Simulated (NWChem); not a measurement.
System: BF$_{3}$; SMILES FB(F)F

Input file for NWChem:

```
start job
memory heap 200 mb stack 900 mb global 1100 mb
geometry units angstroms
  B      0.000773    -0.001317    -0.002920
  F     -1.090340    -0.708512     0.013864
  F     -0.013053     1.203843    -0.491543
  F      1.103353    -0.495254     0.477869
end
basis spherical
  * library def2-svp
end
dft
  xc hfexch
  iterations 150
end
driver
  maxiter 150
end
task dft optimize
```

NWChem printed, in part:

```
             Northwest Computational Chemistry Package (NWChem) 7.3.0
             --------------------------------------------------------

 C3  symmetry detected

                             Geometry "geometry" -> ""
                             -------------------------

 Output coordinates in angstroms (scale by  1.889725989 to convert to a.u.)

  No.       Tag          Charge          X              Y              Z
 ---- ---------------- ---------- -------------- -------------- --------------
    1 B                    5.0000     0.00000000    -0.00000000    -0.00283701
    2 F                    9.0000    -0.34319408    -1.25428894     0.00052537
    3 F                    9.0000    -0.91464905     0.92435926     0.00052537
    4 F                    9.0000     1.25784313     0.32992968     0.00052537

 Effective nuclear repulsion energy (a.u.)     112.0277948802

      Symmetry information
      --------------------

 Group name             C3
 Group number              5
 Group order               3
 No. of unique centers     2

                                Z-matrix (autoz)
                                --------

 Units are Angstrom for bonds and degrees for angles

      Type          Name      I     J     K     L     M      Value
      ----------- --------  ----- ----- ----- ----- ----- ----------
    1 Stretch                  1     2                       1.30040
    2 Stretch                  1     3                       1.30040
    3 Stretch                  1     4                       1.30040
    4 Bend                     2     1     3               119.99934
    5 Bend                     2     1     4               119.99934
    6 Bend                     3     1     4               119.99934
    7 Torsion                  2     1     3     4         179.48681
    8 Torsion                  2     1     4     3        -179.48681
    9 Torsion                  3     1     2     4        -179.48681
   10 Torsion                  2     4     1     3         179.48681
   11 Torsion                  3     2     1     4         179.48681
   12 Torsion                  2     3     1     4        -179.48681

  xc_inp: hfexch multiplicative factor not found.

                           NWChem Geometry Optimization
                           ----------------------------

 maximum gradient threshold         (gmax) =   0.000450
 rms gradient threshold             (grms) =   0.000300
 maximum cartesian step threshold   (xmax) =   0.001800
 rms cartesian step threshold       (xrms) =   0.001200
 fixed trust radius                (trust) =   0.300000
 source of zmatrix                         =   autoz

          -------------------
          Energy Minimization
          -------------------

 Using diagonal initial Hessian
 Scaling for Hessian diagonals: bonds = 1.00  angles = 0.25  torsions = 0.10

          --------
          Step   0

                                 NWChem DFT Module
                                 -----------------

 Summary of "ao basis" -> "ao basis" (spherical)
 ------------------------------------------------------------------------------
       Tag                 Description            Shells   Functions and Types
 ---------------- ------------------------------  ------  ---------------------
 B                          def2-svp                 6       14   3s2p1d
 F                          def2-svp                 6       14   3s2p1d

      Symmetry analysis of basis
      --------------------------

        a          20
        e+         18
        e-         18

  Rotation of axis

            General Information
            -------------------
          SCF calculation type: DFT
          Wavefunction type:  closed shell.
          No. of atoms     :     4
          No. of electrons :    32
           Alpha electrons :    16
            Beta electrons :    16
          Charge           :     0
          Spin multiplicity:     1
          Use of symmetry is: on ; symmetry adaption is: on
          Maximum number of iterations: 150
          AO basis - number of functions:    56
                     number of shells:    24
          Convergence on energy requested:  1.00D-06
          Convergence on density requested:  1.00D-05
          Convergence on gradient requested:  5.00D-04

              XC Information
              --------------
                     Hartree-Fock (Exact) Exchange  1.000

      Superposition of Atomic Density Guess
      -------------------------------------

 Sum of atomic energies:        -322.38152877

      Non-variational initial energy
      ------------------------------

 Total energy =    -323.329114
 1-e energy   =    -671.693665
 2-e energy   =     236.336756
 HOMO         =      -0.629759
 LUMO         =       0.099823

      Symmetry analysis of molecular orbitals - initial
      -------------------------------------------------

  Numbering of irreducible representations:

     1 a           2 e+          3 e-

  Orbital symmetries:

[...]

      ----------------------
      Optimization converged
      ----------------------

  Step       Energy      Delta E   Gmax     Grms     Xrms     Xmax
  ---- ---------------- -------- -------- -------- -------- --------
@    2    -322.93636236 -8.7D-07  0.00006  0.00005  0.00021  0.00064
                                     ok       ok       ok       ok

                                Z-matrix (autoz)
                                --------

 Units are Angstrom for bonds and degrees for angles

      Type          Name      I     J     K     L     M      Value     Gradient
      ----------- --------  ----- ----- ----- ----- ----- ---------- ----------
    1 Stretch                  1     2                       1.29773   -0.00005
    2 Stretch                  1     3                       1.29773   -0.00005
    3 Stretch                  1     4                       1.29773   -0.00005
    4 Bend                     2     1     3               119.99963   -0.00000
    5 Bend                     2     1     4               119.99963   -0.00000
    6 Bend                     3     1     4               119.99963   -0.00000
    7 Torsion                  2     1     3     4         179.61651   -0.00006
    8 Torsion                  2     1     4     3        -179.61651    0.00006
    9 Torsion                  3     1     2     4        -179.61651    0.00006
   10 Torsion                  2     4     1     3         179.61651   -0.00006
   11 Torsion                  3     2     1     4         179.61651   -0.00006
   12 Torsion                  2     3     1     4        -179.61651    0.00006

                         Geometry "geometry" -> "geometry"
                         ---------------------------------

 Output coordinates in angstroms (scale by  1.889725989 to convert to a.u.)

  No.       Tag          Charge          X              Y              Z
 ---- ---------------- ---------- -------------- -------------- --------------
    1 B                    5.0000    -0.00000000     0.00000000    -0.00219577
    2 F                    9.0000    -0.34248982    -1.25171505     0.00031163
    3 F                    9.0000    -0.91277212     0.92246241     0.00031163
    4 F                    9.0000     1.25526195     0.32925264     0.00031163

 Effective nuclear repulsion energy (a.u.)     112.2582377452

      Symmetry information
      --------------------

 Group name             C3
 Group number              5
 Group order               3
 No. of unique centers     2

                Final and change from initial internal coordinates
                --------------------------------------------------

                                Z-matrix (autoz)
                                --------

 Units are Angstrom for bonds and degrees for angles

      Type          Name      I     J     K     L     M      Value       Change
      ----------- --------  ----- ----- ----- ----- ----- ---------- ----------
    1 Stretch                  1     2                       1.29773   -0.00267
    2 Stretch                  1     3                       1.29773   -0.00267
    3 Stretch                  1     4                       1.29773   -0.00267
    4 Bend                     2     1     3               119.99963    0.00029
    5 Bend                     2     1     4               119.99963    0.00029
    6 Bend                     3     1     4               119.99963    0.00029
    7 Torsion                  2     1     3     4         179.61651    0.12971
    8 Torsion                  2     1     4     3        -179.61651   -0.12971
    9 Torsion                  3     1     2     4        -179.61651   -0.12971
   10 Torsion                  2     4     1     3         179.61651    0.12971
   11 Torsion                  3     2     1     4         179.61651    0.12971
   12 Torsion                  2     3     1     4        -179.61651   -0.12971

 ==============================================================================
                                internuclear distances
 ------------------------------------------------------------------------------
       center one      |      center two      | atomic units |  angstroms
 ------------------------------------------------------------------------------
    2 F                |   1 B                |     2.45235  |     1.29773
    3 F                |   1 B                |     2.45235  |     1.29773
    4 F                |   1 B                |     2.45235  |     1.29773
 ------------------------------------------------------------------------------
                         number of included internuclear distances:          3
 ==============================================================================
```

Level: Hartree-Fock/def2-SVP.
